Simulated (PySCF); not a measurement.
Compound: 1,1-dichloro-2,2-difluoroethane, C2H2Cl2F2.
Bonds: F1–C2, C2–F3, C2–C4, C4–Cl5, C4–Cl6. Hydrogens: H7 on C2; H8 on C4.

Method: PBE0-D3(BJ)/def2-SVP geometry optimisation, gas phase (PySCF 2.14.0); density fitting, grid level 1; the optimiser is geomeTRIC in internal coordinates, started from an MMFF94s structure with every atom displaced at random (about 0.03 Å).

Step 0: E = -32555.8587 eV
```
atom  x, y, z in Å  |  force x, y, z in eV/Å
F1     -0.9112    0.8948    1.0751   -0.376   1.684   0.972
C2     -0.7641   -0.1083    0.2731    1.941  -1.444  -0.399
F3     -0.9537   -1.2395    1.0282    0.701   0.539  -0.955
C4      0.7206   -0.0121   -0.4043   -2.086  -0.774   2.204
Cl5     0.7704    1.2923   -1.5184   -0.050   0.782  -0.598
Cl6     1.9019    0.1280    0.9056    0.074  -0.053  -0.143
H7     -1.5029   -0.1050   -0.5158   -0.576   0.032  -0.640
H8      0.8773   -0.9360   -0.9271    0.372  -0.766  -0.441
```

Step 1: E = -32556.0143 eV
```
atom  x, y, z in Å  |  force x, y, z in eV/Å
F1     -0.9838    0.9608    1.0662   -0.147  -0.144  -0.560
C2     -0.7754   -0.1079    0.2753    1.978   1.037  -0.214
F3     -0.7776   -1.1784    1.0523   -0.395  -0.804   0.158
C4      0.6466   -0.0343   -0.3855   -0.389   0.262   0.135
Cl5     0.8361    1.3707   -1.5001   -0.427  -0.641   0.366
Cl6     1.8370    0.0371    0.8883    0.497   0.039   0.386
H7     -1.4923   -0.1683   -0.5359   -0.874  -0.030  -0.182
H8      0.8477   -0.9654   -0.9443   -0.244   0.280  -0.090
```

**Question.** Estimate the geometry and energy of step 2. (The exact step hangs on the optimiser's Hessian estimate; all steps are aligned on step 1, rigid shifts and turns removed.)

**Answer.** E = -32556.1447 eV, largest force 0.442 eV/Å
```
atom  x, y, z in Å  |  force x, y, z in eV/Å
F1     -0.9713    0.9749    1.0204    0.030  -0.073   0.005
C2     -0.7357   -0.1051    0.2635    0.174   0.363  -0.184
F3     -0.8252   -1.1995    1.0268   -0.012  -0.178   0.117
C4      0.6650   -0.0395   -0.3555   -0.075   0.121   0.025
Cl5     0.7600    1.3467   -1.4704   -0.073  -0.236   0.133
Cl6     1.9023    0.0432    0.9016   -0.042  -0.012  -0.021
H7     -1.4961   -0.1507   -0.5351   -0.016  -0.031  -0.049
H8      0.8392   -0.9558   -0.9351    0.014   0.047  -0.027
```

The energy changes by -0.1304 eV. The first-order estimate −F·Δx gives -0.2364 eV and the mean of the old and new forces, exact on a quadratic surface, -0.1287 eV. The step makes an angle of 56° with the force vector and moves no atom by more than 0.085 Å.

The cost below is that of the whole optimisation. On an Intel Xeon Platinum 8259CL at 2.50 GHz with one thread, shared host, this took 32 s and 0.44 GiB of memory at its peak.
